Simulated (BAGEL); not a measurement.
# B3LYP/cc-pVDZ (density fitting with qzvpp-jkfit) run of C2H6Si (SMILES CC[SiH])

What is the energy change on altering one bond length of C2H6Si at B3LYP/cc-pVDZ (density fitting with qzvpp-jkfit)? 

Program for the calculation: BAGEL 1.2.2.

2 further runs of the same task are left out: 2 set aside as unsound or not needed.

### Step 1. The structure to begin with

C2H6Si has 9 atoms, charge 0, and is taken as a singlet. As SMILES, `CC[SiH]`. The shape is that of a PBE0-D4/def2-TZVP optimisation. This is one conformer, not always the lowest.

Bond lengths: C1–C2 1.523 Å, C2–Si3 1.891 Å, C1–H4 1.094 Å, C1–H5 1.093 Å, C1–H6 1.092 Å, C2–H7 1.095 Å, C2–H8 1.111 Å, Si3–H9 1.532 Å. Some angles: C1–C2–Si3 121.0°, C1–C2–H7 111.7°, C1–C2–H8 109.8°, Si3–C2–H7 110.3°, Si3–C2–H8 97.9°, C2–C1–H4 112.0°, C2–C1–H5 111.1°, C2–C1–H6 111.0°, C2–Si3–H9 94.7°, H7–C2–H8 104.1°.

### Step 2. The energy at B3LYP/cc-pVDZ (density fitting with qzvpp-jkfit)

The input, input.json:

```json
{ "bagel": [

{
  "title": "molecule",
  "basis": "cc-pvdz.json",
  "df_basis": "qzvpp-jkfit",
  "angstrom": true,
  "geometry": [
    { "atom": "C", "xyz": [   -0.593600,    0.495600,   -0.562700 ] },
    { "atom": "C", "xyz": [    0.423400,   -0.563800,   -0.158900 ] },
    { "atom": "Si", "xyz": [    1.475100,   -0.358700,    1.398700 ] },
    { "atom": "H", "xyz": [   -1.208900,    0.173100,   -1.407700 ] },
    { "atom": "H", "xyz": [   -0.098000,    1.423000,   -0.860500 ] },
    { "atom": "H", "xyz": [   -1.258400,    0.736300,    0.269500 ] },
    { "atom": "H", "xyz": [    1.051000,   -0.864800,   -1.004300 ] },
    { "atom": "H", "xyz": [   -0.103000,   -1.497700,    0.133400 ] },
    { "atom": "H", "xyz": [    0.401100,    0.410600,    2.175300 ] }
  ]
},
{ "title": "ks", "xc_func": "b3lyp" },
{ "title": "print", "file": "orbitals.molden", "orbitals": true }

]}
```

The basis set cc-pVDZ is read from a file made from the Basis Set Exchange's data (not shown).

Launch:

```
$ BAGEL_NUM_THREADS=1 BAGEL input.json > input.out
```

Log:

```text
* using 1 threads per process

  ===============================================================
  ===============================================================

  *** Geometry ***

  { "atom" : "C", "xyz" : [     -1.121741,      0.936548,     -1.063349 ] },
  { "atom" : "C", "xyz" : [      0.800110,     -1.065428,     -0.300277 ] },
  { "atom" : "Si", "xyz" : [      2.787535,     -0.677845,      2.643160 ] },
  { "atom" : "H", "xyz" : [     -2.284490,      0.327112,     -2.660167 ] },
  { "atom" : "H", "xyz" : [     -0.185193,      2.689080,     -1.626109 ] },
  { "atom" : "H", "xyz" : [     -2.378031,      1.391405,      0.509281 ] },
  { "atom" : "H", "xyz" : [      1.986102,     -1.634235,     -1.897852 ] },
  { "atom" : "H", "xyz" : [     -0.194642,     -2.830243,      0.252089 ] },
  { "atom" : "H", "xyz" : [      0.757969,      0.775922,      4.110721 ] },

  Number of auxiliary basis functions:      386

  Since a DF basis is specified, we compute 2- and 3-index integrals:
    o Being stored without compression. Storage requirement is 0.018 GB

  Number of basis functions:       76
  Number of electrons      :       32

    * METHOD: MOLECULE                             0.12

  *** Kohn-Sham DFT ***

    * Removing 15876 points whose weight is below 1.00e-10
    * Grid points: 118278

  === Nuclear Repulsion ===
    95.8004765819

       - DIIS with orbital gradients will be used.

  === KS iteration (b3lyp / cc-pvdz.json) ===
      0       -347.32644521          0.08415493           0.27
      1       -338.00726196          0.16301592           0.26
      2       -347.58703837          0.11029104           0.26
      3       -360.83859716          0.10501220           0.26
      4       -367.76054023          0.06073076           0.26
      5       -366.86589021          0.06234532           0.26
      6       -368.43474553          0.04538604           0.25
      7       -367.48504157          0.05215413           0.25
      8       -368.92356206          0.03093865           0.25
      9       -369.26108001          0.00428882           0.26
     10       -369.26713487          0.00142886           0.25
     11       -369.26786523          0.00050152           0.25
     12       -369.26796306          0.00012906           0.25
     13       -369.26796847          0.00004253           0.25
     14       -369.26796957          0.00000792           0.25
     15       -369.26796959          0.00000354           0.25
     16       -369.26796959          0.00000044           0.25
     17       -369.26796959          0.00000024           0.25
     18       -369.26796959          0.00000003           0.25
     19       -369.26796959          0.00000001           0.25
     20       -369.26796959          0.00000001           0.25
    * SCF iteration converged.

    * Permanent dipole moment:
           (    0.304630,     0.009698,     0.358322) a.u.

    * METHOD: KS                                   5.92

    * METHOD: PRINT                                0.01

  ===============================================================
```

Wall time 6.3 s (1 thread of Arm Neoverse V2, shared host); peak memory 0.4 GiB.

### Step 3. The distorted shape, same level

The input, job.json:

```json
{ "bagel" : [

{
  "title" : "molecule",
  "basis" : "cc-pvdz.json",
  "df_basis" : "qzvpp-jkfit",
  "angstrom" : true,
  "geometry" : [
    { "atom" : "C", "xyz" : [   -0.909087,    0.434075,   -1.029946 ] },
    { "atom" : "C", "xyz" : [    0.107913,   -0.625325,   -0.626146 ] },
    { "atom" : "Si", "xyz" : [    1.475100,   -0.358700,    1.398700 ] },
    { "atom" : "H", "xyz" : [   -1.524387,    0.111575,   -1.874946 ] },
    { "atom" : "H", "xyz" : [   -0.413487,    1.361475,   -1.327746 ] },
    { "atom" : "H", "xyz" : [   -1.573887,    0.674775,   -0.197746 ] },
    { "atom" : "H", "xyz" : [    0.735513,   -0.926325,   -1.471546 ] },
    { "atom" : "H", "xyz" : [   -0.418487,   -1.559225,   -0.333846 ] },
    { "atom" : "H", "xyz" : [    0.401100,    0.410600,    2.175300 ] }
  ]
},
{
  "title" : "ks",
  "xc_func" : "b3lyp"
},
{
  "title" : "print",
  "file" : "orbitals.molden",
  "orbitals" : true
}

]}
```

The basis set cc-pVDZ is read from a file made from the Basis Set Exchange's data (not shown).

Launch:

```
$ BAGEL_NUM_THREADS=1 BAGEL job.json > job.out
```

Log:

```text
* using 1 threads per process

  ===============================================================
  ===============================================================

  *** Geometry ***

  { "atom" : "C", "xyz" : [     -1.717925,      0.820283,     -1.946316 ] },
  { "atom" : "C", "xyz" : [      0.203926,     -1.181693,     -1.183244 ] },
  { "atom" : "Si", "xyz" : [      2.787535,     -0.677845,      2.643160 ] },
  { "atom" : "H", "xyz" : [     -2.880674,      0.210846,     -3.543134 ] },
  { "atom" : "H", "xyz" : [     -0.781377,      2.572815,     -2.509076 ] },
  { "atom" : "H", "xyz" : [     -2.974215,      1.275140,     -0.373686 ] },
  { "atom" : "H", "xyz" : [      1.389918,     -1.750501,     -2.780819 ] },
  { "atom" : "H", "xyz" : [     -0.790826,     -2.946508,     -0.630878 ] },
  { "atom" : "H", "xyz" : [      0.757969,      0.775922,      4.110721 ] },

  Number of auxiliary basis functions:      386

  Since a DF basis is specified, we compute 2- and 3-index integrals:
    o Being stored without compression. Storage requirement is 0.018 GB

  Number of basis functions:       76
  Number of electrons      :       32

    * METHOD: MOLECULE                             0.12

  *** Kohn-Sham DFT ***

    * Removing 15015 points whose weight is below 1.00e-10
    * Grid points: 119139

  === Nuclear Repulsion ===
    85.7830839781

       - DIIS with orbital gradients will be used.

  === KS iteration (b3lyp / cc-pvdz.json) ===
      0       -351.48691583          0.08647441           0.27
      1       -351.18205407          0.13621189           0.25
      2       -349.53795684          0.10491396           0.25
      3       -358.70016662          0.11387021           0.25
      4       -368.13610718          0.04946105           0.26
      5       -366.28478677          0.06098675           0.26
      6       -368.87979956          0.02883262           0.26
      7       -368.94838765          0.02484620           0.26
      8       -369.19165421          0.00874345           0.25
      9       -369.22295886          0.00440234           0.26
     10       -369.23077587          0.00086648           0.26
     11       -369.23116757          0.00016298           0.26
     12       -369.23117860          0.00005217           0.26
     13       -369.23117979          0.00001498           0.26
     14       -369.23117991          0.00000421           0.26
     15       -369.23117992          0.00000176           0.26
     16       -369.23117992          0.00000053           0.26
     17       -369.23117992          0.00000026           0.26
     18       -369.23117992          0.00000017           0.26
     19       -369.23117992          0.00000004           0.26
     20       -369.23117992          0.00000004           0.26
     21       -369.23117992          0.00000001           0.25
    * SCF iteration converged.

    * Permanent dipole moment:
           (    0.046236,    -0.025734,    -0.065522) a.u.

    * METHOD: KS                                   6.22

    * METHOD: PRINT                                0.01

  ===============================================================
```

Run time: 6.6 s. Hardware: 1 thread of Arm Neoverse V2, shared host; peak memory 0.41 GiB.

### Step 4. What came out

At B3LYP/cc-pVDZ (density fitting with qzvpp-jkfit):

| quantity | value |
| --- | --- |
| first shape: total energy | -369.26797 Eh |
| first shape: dipole moment | 1.20 D |
| first shape: HOMO energy | -5.97 eV |
| first shape: LUMO energy | -2.58 eV |
| first shape: HOMO–LUMO gap | 3.39 eV |
| distorted shape: total energy | -369.23118 Eh |
| distorted shape: dipole moment | 0.21 D |
| distorted shape: HOMO energy | -5.95 eV |
| distorted shape: LUMO energy | -3.11 eV |
| distorted shape: HOMO–LUMO gap | 2.84 eV |
| energy change with the C2–Si3 bond stretched from 1.891 to 2.458 Å | 1.001 eV |

What this shows: With the C2–Si3 bond stretched from 1.891 to 2.458 Å the energy rises by 1.00 eV (97 kJ/mol). The first shape isn't relaxed at this level, so the change isn't measured from a minimum.
